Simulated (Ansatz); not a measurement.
NO2, SMILES [O]N=O (connectivity only; charge and spin as stated), charge -1, multiplicity 1.

Coordinates come from a r2SCAN-D4/def2-TZVPD optimisation. The spin state was assumed, not searched. The isomer is the one that the SMILES or the coordinates give; other isomers of the formula were not compared.

Two levels are set side by side: PBE/def2-TZVPD (Ansatz, a program for electronic structure) and PBE0/def2-TZVPD (Ansatz). Energy differences of separate SCF runs at the same geometry; the states with an electron removed or added have multiplicity 2. Differences are taken from unrounded values.

```json
[
 {"quantity": "vertical ionisation energy (eV)", "PBE0": "2.79"},
 {"quantity": "vertical singlet–triplet gap (eV)", "PBE0": "2.29"}
]
```

Question: What does PBE give, and how far is it from PBE0? (Estimate from the structure and the level; the computed values follow.)

Answer: 
```
quantity                            PBE  PBE minus PBE0
---------------------------------  ----  --------------
vertical ionisation energy (eV)    2.54           -0.26
vertical singlet–triplet gap (eV)  2.42            0.12
```
